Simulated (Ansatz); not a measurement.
**SiH₄ (singlet): from Hartree-Fock to the top rungs, cc-pVTZ**

The task here is to estimate one member of a computed series from the others.

The runs use Ansatz 0.2.0, Gaussian basis; cc-pVTZ, core rule «outside noble gas», up to 5 orbitals frozen.

The runs, in order: UHF; CCSD(T) on RHF; BCCD(T) on RHF; CCSDT(Q) on RHF; CASSCF and NEVPT2, 8 electrons in 8 orbitals.

10 further runs of the same task are left out: 3 that didn't finish, 7 set aside as unsound or not needed.

## What is computed

The geometry is a PBE0/def2-TZVP stationary point (not a proven minimum).

5 atoms, charge 0, spin multiplicity 1.

Atoms are counted from 1 here; the program's logs count them from 0.

Bond lengths: Si1–H2 1.485 Å, Si1–H3 1.485 Å, Si1–H4 1.485 Å, Si1–H5 1.485 Å. Angles: H2–Si1–H3 109.5°, H2–Si1–H4 109.5°, H2–Si1–H5 109.5°, H3–Si1–H4 109.5°, H3–Si1–H5 109.5°, H4–Si1–H5 109.5°.

The first run:

Input file in.yaml:

```yaml
crystal:
  periodic: [false, false, false]
  atoms:
    - {symbol: Si, position_ang: [0.000000, 0.000000, 0.000000]}
    - {symbol: H, position_ang: [0.855850, 0.858745, 0.856831]}
    - {symbol: H, position_ang: [-0.859551, -0.854424, 0.857445]}
    - {symbol: H, position_ang: [-0.854730, 0.855535, -0.861149]}
    - {symbol: H, position_ang: [0.858431, -0.859856, -0.853127]}
basis:
  gaussian: {orbitals: cc-pVTZ}
magnetization: {spin_polarized: true, initial_magnetization: 0}
hamiltonian: {xc: hf}
output: {orbitals: {seedname: orbitals}}
```

On the command line:

```sh
$ ansatz run in.yaml --threads 1 --pin off --events-out ev --progress --plain --max-ram 2393MiB
```

Steps of the session up to this table: UHF; CCSD(T) on RHF; BCCD(T) on RHF; CCSDT(Q) on RHF; CASSCF and NEVPT2, 8 electrons in 8 orbitals.

One of the session's tables, all rows but one given; the rest of the session is left out.

| method | from RCCSDT(Q) (meV) |
| --- | --- |
| RHF | +4834.4 |
| RMP2 | +938.2 |
| RCCSD | +126.8 |
| RCCSD(T) | +22.5 |
| BCCD(T) | +22.0 |
| RCCSDT | +2.7 |
| RCCSDT(Q) | 0 |
| CASSCF valence | ? |
| NEVPT2 valence | +1050.0 |

Estimate the missing values for CASSCF valence.

**Answer.** from RCCSDT(Q) (meV): +3318.1. In the column «from RCCSDT(Q) (meV)» it lies between NEVPT2 valence (+1050.0) and RHF (+4834.4).

With the free atoms at the same levels and basis (separate runs), the atomisation energy is 13.742 eV at RCCSDT(Q), 13.741 eV at RCCSD(T), 11.016 eV at RHF.
